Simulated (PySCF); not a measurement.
NO, SMILES [N]=O (connectivity only; charge and spin as stated), charge +1, multiplicity 1. Atoms are numbered in the order given.

```xyz
2

N      0.0000     0.0000    -0.5620
O      0.0000     0.0000     0.4918
```
Charge +1, spin multiplicity 1.

Coordinates come from a PBE0-D3(BJ)/def2-TZVPD optimisation.

These are KT2/pcSseg-2 (PySCF) values and carry that method's errors.

GIAO shieldings, no solvent; atoms alike by connectivity are averaged. δ = σ(ref) − σ: ¹⁵N against NH3 (σ = 261.9 ppm); ¹⁷O against H2O (σ = 324.0 ppm), references at their B3LYP-D3(BJ)/def2-TZVP geometries, non-relativistic.

**Question.** Estimate the chemical shifts. (Estimate from the structure and the level; the computed values follow.)

**Answer.** 
| nucleus | atoms | count | δ (ppm) |
|---|---|---|---|
| ¹⁵N | N1 | 1 | 384.1 |
| ¹⁷O | O2 | 1 | 476.5 |
